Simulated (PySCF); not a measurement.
An unknown is described by computed data only.

Elements present: C, F, H and O. Monoisotopic mass: 93.0146 u (electron mass counted); charge +1.

| Item | Value |
| --- | --- |
| Triplet | lowest triplet excitation (Tamm–Dancoff): 5.50 eV [TDA PBE0/def2-SVPD] |
| UV, strongest line | among the 10 lowest singlet transitions: S2 at 6.06 eV (205 nm, f = 0.070) [TDDFT PBE0/def2-SVPD] |
| Valence photoelectron | vertical ionisation energy: 18.39 eV [ΔSCF PBE0/def2-SVPD] |
| UV, first state | lowest singlet excitation: 6.04 eV (205 nm, f = 0.001) [TDDFT PBE0/def2-SVPD] |
| Rotational structure | rotational constants A, B, C: 8.957, 2.144, 1.809 GHz [PBE0-D3(BJ)/def2-SVP] |
| 13C NMR | chemical shifts (computed TMS as zero) by class: 155.9 (1 C), 121.8 (1 C), 22.3 (1 C) ppm [GIAO PBE/pcSseg-2] |

Electronic properties: PySCF, gas phase, density fitting. Levels stand in brackets. Geometry: PBE0-D3(BJ)/def2-SVP, one conformer, isolated ion. NMR values are class means; diastereotopic atoms form classes of their own.

Task: Which formula fits the mass and the elements?

Result: C3H3F2O (calculated 93.0146). No other formula that holds each of these elements comes within 0.0003 u with a fitting electron parity and a possible valence count.

Task: Give a SMILES that accounts for the data.

Result: Numbering: `[O+:1]#[C:2][CH2:3][CH:4]([F:5])[F:6]`. 3 carbons fall into 3 classes; from least to most shielded: triply bonded carbon [C2] (155.9 ppm), CHF2 carbon [C4] (121.8 ppm), chain CH2 carbon [C3] (22.3 ppm). S1 is mainly HOMO→LUMO+1 (weight 0.98); the largest Löwdin shares of the orbital it empties are 0.26 on a fluorine of a CF2 group, 0.25 on a fluorine of a CF2 group, 0.18 on the CHF2 carbon and 0.13 on the methine hydrogen, of the orbital it fills 0.45 on the triply bonded carbon, 0.34 on the oxygen bonded to C, 0.12 on the chain CH2 carbon and 0.04 on a methylene hydrogen. The optimised geometry has point group C1 and is an asymmetric top. Structure: `C(CC#[O+])(F)F`. The assignments are read from this structure; whether some other isomer fits the data as well wasn't checked.

Shape of the structure used: `[O+:1]#[C:2][CH2:3][CH:4]([F:5])[F:6]`: C2–C3–C4–F5 47°.
